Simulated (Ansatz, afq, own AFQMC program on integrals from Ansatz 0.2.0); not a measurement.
Integrals from Ansatz 0.2.0, then the random walk in our own AFQMC program (afq).

```yaml
crystal:
  periodic: [false, false, false]
  atoms:
    - {symbol: Ge, position_ang: [0.000000, -0.030265, 0.000000]}
    - {symbol: H, position_ang: [0.000000, 1.090584, -1.133489]}
    - {symbol: H, position_ang: [0.000000, 1.090579, 1.133493]}
basis:
  gaussian: {orbitals: cc-pVDZ}
total_charge: 1
magnetization: {spin_polarized: true, initial_magnetization: 1}
correlation: {method: ccsd_t, electrons: outside_noble_gas, hamiltonian_folder: ham}
```

```sh
$ ansatz run in.yaml --threads 1 --pin off --events-out ev --progress --plain --max-ram 24576MiB --backend cuda --devices 0, --max-vram 18GiB
```

Options of the walk:

```
--method phaseless --trial cisd --walkers 4000 --populations 20 --least-time 60 --time-step 0.005 --steps-per-block 50 --equilibration-blocks 28 --max-blocks 4000 --target-error 0.00014 --factor-cut 1e-05 --start spin_pure --seed 7399 --release-times 0.24,0.51,0.99,1.62,2.4 --release-step 0.03 --release-every 3 --taylor-order 6
```

Times are imaginary, in 1/Eh. The walk had a cap of 122 s. With eight or more populations the least sampling time is a fifth of least-time, and the error comes from their spread. Filled inner d shells are frozen with the cores.

afq prints:

```
orbitals 23  electrons 3 2  factors 173 of 415
reference energy -2076.13208531 Eh
CCSD correlation -0.08246332 Eh in 10 cycles, weight of the determinant in the CISD state 0.9382
energy of the start -2076.214417 Eh
 block  time / (1/Eh)  mean weight  energy / Eh
     1     0.250  0.9999  -2076.214238
     2     0.500  0.9998  -2076.214486
     3     0.750  1.0001  -2076.214811
     4     1.000  0.9999  -2076.215142
     5     1.250  1.0000  -2076.215428
     8     2.000  1.0000  -2076.215862
    11     2.750  1.0000  -2076.216257
    14     3.500  1.0000  -2076.216448
    17     4.250  1.0001  -2076.216500
    20     5.000  1.0001  -2076.216705
    23     5.750  0.9998  -2076.216649
    26     6.500  1.0000  -2076.216608
    29     7.250  1.0000  -2076.216467
    32     8.000  1.0000  -2076.216791
    35     8.750  1.0000  -2076.216367
    38     9.500  1.0001  -2076.216529
    41    10.250  1.0000  -2076.216489
    44    11.000  1.0000  -2076.216603
    47    11.750  0.9999  -2076.216576
    50    12.500  0.9999  -2076.216664
    53    13.250  1.0000  -2076.216714
    56    14.000  1.0001  -2076.216532
    59    14.750  1.0001  -2076.216470
    62    15.500  1.0000  -2076.215485
    65    16.250  0.9999  -2076.216443
    68    17.000  0.9999  -2076.216505
    71    17.750  1.0001  -2076.216432
    74    18.500  0.9999  -2076.216314
    77    19.250  1.0001  -2076.216399
    78    19.500  1.0001  -2076.216343
error from the spread of 20 populations
released: time / (1/Eh)  energy / Eh  error  mean overlap
  0.24  -2076.216569  0.000036  0.9997
  0.51  -2076.216620  0.000031  0.9986
  0.99  -2076.216655  0.000028  0.9978
  1.62  -2076.216663  0.000030  0.9989
  2.40  -2076.216716  0.000032  0.9999
energy -2076.216491 +/- 0.000046 Eh
(rows thinned)
```

The run passed its tests (sampling time, drift between the halves within three errors, error under three times the target), which doesn't prove that it has relaxed. The second half of the sampling lies above the first by 1.9 errors of their difference, so the energy may still be moving and its error bar be too small.

Against this walk (error 1.3 meV) on the same determinant: CCSD(T) 10.8 meV higher, CCSDT(Q) 5.8 meV lower, CCSDTQ 5.9 meV lower, full CI 5.8 meV lower. The error is statistical and leaves out the bias of the constraint. Released to 2.40 1/Eh the energy lies 6.1 ± 1.5 meV (both errors) below the phaseless value, which shows part or all of the bias of the constraint, and full CI lies 0.3 meV above the released value. Full CI is exact here, so the walk's 6 meV above it is the walk's own error: the bias of the constraint with this trial, or a walk that hasn't relaxed.

Cautions: constraint bias not in the error; no relativity below Rb; no spin-orbit coupling; inner d shell frozen.

The walk took 24 s on 1 × NVIDIA H100 80GB HBM3 with 2 threads of AMD EPYC 7R13 Processor (Zen 3), with other jobs on the host (the card was shared). The log's last line is the phaseless energy.

CCSDT and higher add their correlation energy to the determinant of the CCSD(T) run, since their own runs factorise the integrals more tightly (a shift of under 2 meV). A walk keeps the symmetry of its determinant, which the program's search chose and which needn't be the lowest solution, so a lower state of the same spin and another symmetry isn't excluded.
